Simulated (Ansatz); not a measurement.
## Match the barriers

Saddle point of CH7BS, singlet (CH₅B ([BH2][CH3]) + H₂S → BH₃S ([BH2][SH]) + CH₄; bonds formed: C2–H5; dative contacts that become bonds: B1–S6; bonds broken: B1–C2, H5–S6), PBE0-D4/def2-TZVP structure:

```
atom    x (Å)    y (Å)    z (Å)
  B1  -0.7965   0.0200  -0.2029
  C2   0.8651   0.2122  -0.6605
  H3  -1.1721  -1.0500  -0.5731
  H4  -1.3796   1.0197  -0.5015
  H5   0.2590   0.2030   0.6680
  S6  -0.8558   0.0582   1.8330
  H7   0.6571   0.2530  -1.7318
  H8   1.3831   1.1388  -0.3996
  H9   1.5204  -0.6407  -0.4758
 H10  -0.4807  -1.2141   2.0442
```

Computed with Ansatz 0.2.0 (basis: def2-TZVPP, with def2-QZVPP for the basis limit); correlated methods freeze the cores. Extrapolation: Hartree–Fock as exp(−7.88 √X), correlation as X^−2.97. Four methods, as single points on the PBE0-D4 structures, gave these electronic barriers from the start structure: 16.58, 21.75, 25.22, 35.49 kcal/mol.

(1) The methods were, in alphabetical order, CCSD(T), HF, PBE0-D4, SPW92. Which gave which? (Judge from chemistry; the calculation decides.)

The T1 diagnostic stays at or below 0.013.

Answers

(1) The calculation gives: SPW92 16.58; PBE0-D4 21.75; CCSD(T) 25.22; HF 35.49 kcal/mol. For comparison, CCSD(T) at an estimated basis limit (MP2 extrapolated from triple and quadruple zeta, plus CCSD(T) − MP2 in triple zeta) gives 24.57 kcal/mol.

Labels in which every atom is bracketed show which atoms are joined, not bond orders.

For scale, one of the runs: CCSD(T)/def2-TZVPP, 202 basis functions (an equivalent command: `ansatz run in.yaml --threads 2`). Time: 33 s of wall clock on 2 CPU threads; the host was shared. Peak host memory: 2.7 GiB.
